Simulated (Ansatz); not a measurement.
## How close CCSD(T) comes to the exact answer in a basis

Each species is computed at the geometry given (Å), with frozen cores, in Ansatz 0.2.0: RHF-CCSD(T) for singlets, UHF-CCSD(T) otherwise, and full CI in the same basis. The program picks the determinant by trial CCSD, so it needn't be the lowest Hartree–Fock solution. States: HOAl Σ⁺ or Δ, SiO⁺ Π, HAlB A'', HAlGa⁺ Σ⁺ or Δ. Cases whose determinant has another symmetry than full CI's state, or whose (Q) step broke down, weren't drawn. No relativity is included.

Q: Judging by size, spin and bonding, rank them by the size of CCSD(T)'s error in total energy against full CI in the same basis, smallest first (an estimate).
A. HOAl, singlet, 6-31G: Al 0.000 0.000 1.433; O 0.000 0.000 -0.241; H 0.000 0.000 -1.192
B. HAlB, quartet, 6-31G: B 0.993 0.000 0.980; Al -0.425 0.000 -0.340; H 0.729 0.000 -1.414
C. HAlGa⁺, singlet, 6-31G: Al 0.000 0.000 0.350; Ga 0.000 0.000 -2.321; H 0.000 0.000 1.971
D. SiO⁺, quartet, 6-31G: Si 0.000 0.000 0.000; O 0.000 0.000 4.617

A: D (2.2 meV), C (14.3 meV), A (22.5 meV), B (33.5 meV).

| species | basis | correlated electrons | CCSD(T) − full CI (meV) | CCSDT(Q) − full CI (meV) | unpaired electrons (full CI) | T1 | ⟨S²⟩ of the determinant |
| --- | --- | --- | --- | --- | --- | --- | --- |
| SiO⁺, quartet | 6-31G | 9 | 2.2 | -1.1 | 3.04 | 0.005 | 3.75 |
| HAlGa⁺, singlet | 6-31G | 6 | 14.3 | 1.1 | 0.10 | 0.016 | 0.00 |
| HOAl, singlet | 6-31G | 10 | 22.5 | -2.2 | 0.07 | 0.021 | 0.00 |
| HAlB, quartet | 6-31G | 7 | 33.5 | 0.3 | 3.06 | 0.043 | 3.76 |

Unpaired electrons are Σ n²(2−n)² over natural occupations; an open shell counts its own unpaired electrons too. Frozen cores follow each run's orbitals, which moves totals by a few meV.
